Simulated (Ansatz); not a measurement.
Cost and result for the atomization energy of CHO₂ (`O=[C]O`) radical (4 atoms, 3 bonds).

Charge 0, multiplicity 2. The geometry is a stationary point of PBE0-D4/def2-TZVP. It is one conformer, not always the lowest. Program: Ansatz. All runs use 2 threads of a server CPU on a shared host. Times are those of one run each, without the atoms' runs, and a repeat can differ threefold. Electronic energies, without spin–orbit coupling; frozen cores. CCSD(T)/CBS extrapolates def2-TZVPP and def2-QZVPP, and its time is that of the two runs behind it. T1 = 0.022; ⟨S²⟩ of the reference is 0.76. HSE06 is the plane-wave form, built on full-range PBE exchange.

CCSD(T)/CBS is a level of theory with its own doubt, some kJ/mol a heavy atom from the limit and from the frozen cores, so smaller differences don't rank the functionals.

```
                             level  functions  wall time
   PBE-D4/def2-TZVPP (with forces)        107      1.4 s
           CAM-B3LYP-D4/def2-TZVPP        107      1.5 s
                  CCSD(T)/def2-SVP         47      1.5 s
               HSE06-D4/def2-TZVPP        107      1.6 s
               PBE-QIDH/def2-TZVPP        107      1.8 s
r2SCAN-D4/def2-TZVPP (with forces)        107      1.9 s
             r2SCANh-D4/def2-TZVPP        107      2.1 s
                 B97M-V/def2-TZVPP        107      2.8 s
                ωB97X-V/def2-TZVPP        107      3.5 s
  ωB97M-V/def2-TZVPP (with forces)        107      4.2 s
                CCSD(T)/def2-TZVPP        107      6.5 s
                CCSD(T)/def2-QZVPP        201       49 s
                 CCSD(T)/CBS(def2)          –       56 s
```

(1) What atomization energy does each give, and how far from CCSD(T)/CBS? (Estimate.)

## Answers

(1) Ansatz gave: 
```json
{"level": "PBE-D4/def2-TZVPP (with forces)", "atomization (kcal/mol)": "421.2", "difference from CCSD(T)/CBS": "28.0", "per bond": "9.3"}
{"level": "CAM-B3LYP-D4/def2-TZVPP", "atomization (kcal/mol)": "397.5", "difference from CCSD(T)/CBS": "4.3", "per bond": "1.4"}
{"level": "CCSD(T)/def2-SVP", "atomization (kcal/mol)": "371.2", "difference from CCSD(T)/CBS": "-22.0", "per bond": "-7.3"}
{"level": "HSE06-D4/def2-TZVPP", "atomization (kcal/mol)": "398.6", "difference from CCSD(T)/CBS": "5.4", "per bond": "1.8"}
{"level": "PBE-QIDH/def2-TZVPP", "atomization (kcal/mol)": "389.6", "difference from CCSD(T)/CBS": "-3.6", "per bond": "-1.2"}
{"level": "r2SCAN-D4/def2-TZVPP (with forces)", "atomization (kcal/mol)": "401.3", "difference from CCSD(T)/CBS": "8.1", "per bond": "2.7"}
{"level": "r2SCANh-D4/def2-TZVPP", "atomization (kcal/mol)": "393.8", "difference from CCSD(T)/CBS": "0.6", "per bond": "0.2"}
{"level": "B97M-V/def2-TZVPP", "atomization (kcal/mol)": "394.7", "difference from CCSD(T)/CBS": "1.5", "per bond": "0.5"}
{"level": "ωB97X-V/def2-TZVPP", "atomization (kcal/mol)": "395.3", "difference from CCSD(T)/CBS": "2.1", "per bond": "0.7"}
{"level": "ωB97M-V/def2-TZVPP (with forces)", "atomization (kcal/mol)": "396.0", "difference from CCSD(T)/CBS": "2.8", "per bond": "0.9"}
{"level": "CCSD(T)/def2-TZVPP", "atomization (kcal/mol)": "380.3", "difference from CCSD(T)/CBS": "-12.9", "per bond": "-4.3"}
{"level": "CCSD(T)/def2-QZVPP", "atomization (kcal/mol)": "388.0", "difference from CCSD(T)/CBS": "-5.2", "per bond": "-1.8"}
{"level": "CCSD(T)/CBS(def2)", "atomization (kcal/mol)": "393.2", "difference from CCSD(T)/CBS": "0.0", "per bond": "0.0"}
```

From PBE to PBE0 (25 % exact exchange), in def2-TZVPP and without D4, the atomization energy moves by −23.2 kcal/mol: exact exchange takes away binding that semilocal exchange gives to molecules. In def2-TZVPP, CCSD(T) changes the Hartree–Fock value by +134.4 kcal/mol (the triples alone add +11.4 kcal/mol) and MP2 by +154.0 kcal/mol; breaking electron pairs costs correlation energy, which Hartree–Fock lacks. The D4 term adds +1.3 kcal/mol with B3LYP and +0.7 kcal/mol with PBE0; it sums over pairs of atoms, weighted by their polarisabilities, and B3LYP, whose exchange is more repulsive, gets the larger term.

B3LYP here is the variant with VWN-RPA as its local correlation; programs differ in this.
